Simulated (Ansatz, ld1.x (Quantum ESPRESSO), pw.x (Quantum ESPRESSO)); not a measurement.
What a changed setting does to a pw.x run (diamond Si)

Potential: norm-conserving Troullier–Martins (Kleinman–Bylander form), ld1.x (Quantum ESPRESSO) 7.5, LDA (PW92); core [Ne], reference 3s2 3p1.5; waves: 3s (bound): rc 1.25 bohr; 3p (bound): rc 2.25 bohr; 3d channel at 0.1 Ry: rc 1.75 bohr; local part: the d channel; core correction: Bessel-smoothed model core inside 0.85 bohr.

The reference run (k-mesh 9³, cutoffs 145/580 Ry, Fermi–Dirac 0.01 Ry, mixing_beta 0.4, conv_thr 1e-9, no spin) gives -1.22 GPa at 19.694 Å³/atom, where all-electron LAPW gives -0.03 GPa. This run, with its own iteration cap, changes startingwfc to atomic.

```
&control
  calculation='scf', prefix='x', pseudo_dir='./', outdir='./tmp', tstress=.true., disk_io='none'
/
&system
  ibrav=0, nat=2, ntyp=1, ecutwfc=145, ecutrho=580, nbnd=11,
  occupations='smearing', smearing='fd', degauss=0.01
/
&electrons
  conv_thr=1e-09, mixing_beta=0.4, electron_maxstep=50, startingwfc='atomic'
/
ATOMIC_SPECIES
Si 1.0 Si.UPF
CELL_PARAMETERS angstrom
  0.00000000 2.70050288 2.70050288
  2.70050288 0.00000000 2.70050288
  2.70050288 2.70050288 0.00000000
ATOMIC_POSITIONS crystal
Si 0.0000 0.0000 0.0000
Si 0.2500 0.2500 0.2500
K_POINTS automatic
9 9 9 0 0 0
```

```bash
pw.x < Si.scf.in > Si.scf.out
```

**Question.** How does the run end?

**Answer.** It converges in 8 iterations; the free energy moves by +0.0 meV/atom and the pressure by +0.00 GPa. The result is that of the reference run.

```
Message from routine setup:
     using ibrav=0 with symmetry is DISCOURAGED, use correct ibrav instead
     lattice parameter (alat)  =       7.2170  a.u.
     unit-cell volume          =     265.8034 (a.u.)^3
     number of electrons       =         8.00
     number of Kohn-Sham states=           11
     kinetic-energy cutoff     =     145.0000  Ry
     charge density cutoff     =     580.0000  Ry
     scf convergence threshold =      1.0E-09
     Exchange-correlation= PW
     number of k points=    35  Fermi-Dirac smearing, width (Ry)=  0.0100
     iteration #  1     ecut=   145.00 Ry     beta= 0.40
     total energy              =     -45.31716923 Ry
     estimated scf accuracy    <       0.03437894 Ry
     iteration #  2     ecut=   145.00 Ry     beta= 0.40
     total energy              =     -45.31358937 Ry
     estimated scf accuracy    <       0.01168506 Ry
     iteration #  3     ecut=   145.00 Ry     beta= 0.40
     total energy              =     -45.31391322 Ry
     estimated scf accuracy    <       0.00001096 Ry
     [... 2 iterations left out ...]
     iteration #  6     ecut=   145.00 Ry     beta= 0.40
     total energy              =     -45.31397275 Ry
     estimated scf accuracy    <       0.00000015 Ry
     iteration #  7     ecut=   145.00 Ry     beta= 0.40
     total energy              =     -45.31397276 Ry
     estimated scf accuracy    <          2.9E-09 Ry
     iteration #  8     ecut=   145.00 Ry     beta= 0.40
     the Fermi energy is     6.3882 ev
!    total energy              =     -45.31397276 Ry
     estimated scf accuracy    <          5.1E-10 Ry
     smearing contrib. (-TS)   =      -0.00037099 Ry
     The total energy is F=E-TS. E is the sum of the following terms:
     one-electron contribution =       5.28979132 Ry
     hartree contribution      =       1.07763631 Ry
     xc contribution           =     -34.79190383 Ry
     ewald contribution        =     -16.88912557 Ry
     convergence has been achieved in   8 iterations
          total   stress  (Ry/bohr**3)                   (kbar)     P=      -12.16
     Message from routine punch:
     Nothing written, as per user request (disk_io='none')
```

The run took about 45 s on one core of a shared host (Neoverse-V1, 64 threads, 503 GiB, load 10).
